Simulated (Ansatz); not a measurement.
C2H4S2 (`CC1SS1`). Charge 0, multiplicity 1. Geometry: relaxed with PBE0-D4/def2-TZVP.

```xyz
8

C    -0.192    0.091   -0.874
C    -0.122    0.072    0.623
S     1.446    0.422    1.420
S     0.477   -1.405    1.443
H     0.691   -0.383   -1.303
H    -1.083   -0.442   -1.216
H    -0.254    1.120   -1.236
H    -0.963    0.525    1.143
```

Problem. What is the dipole moment at B3LYP/def2-TZVPP? (An estimate is asked.)

Solution. Ansatz gave: 1.90 D, with components (-1.28, 0.67, -1.23) D in this frame, pointing from negative to positive charge.

Problem. And with PBE, r2SCAN, ωB97M-V? (Estimate.)

Solution. The calculation gave: PBE 1.89 D, r2SCAN 2.01 D, ωB97M-V 1.87 D.

Problem. Give the Mulliken charges with B3LYP, ωB97M-V, r2SCAN in def2-TZVPP. (Best estimate.)

Solution. The calculation gave: 
| atom | B3LYP | ωB97M-V | r2SCAN |
| --- | --- | --- | --- |
| C1 | -0.23 | -0.27 | -0.13 |
| C2 | -0.01 | -0.11 | 0.07 |
| S3 | -0.08 | -0.04 | -0.10 |
| S4 | -0.08 | -0.04 | -0.10 |
| H5 | 0.10 | 0.11 | 0.06 |
| H6 | 0.09 | 0.11 | 0.05 |
| H7 | 0.09 | 0.11 | 0.05 |
| H8 | 0.12 | 0.14 | 0.08 |

B3LYP here is the variant with VWN-RPA as its local correlation; programs differ in this.
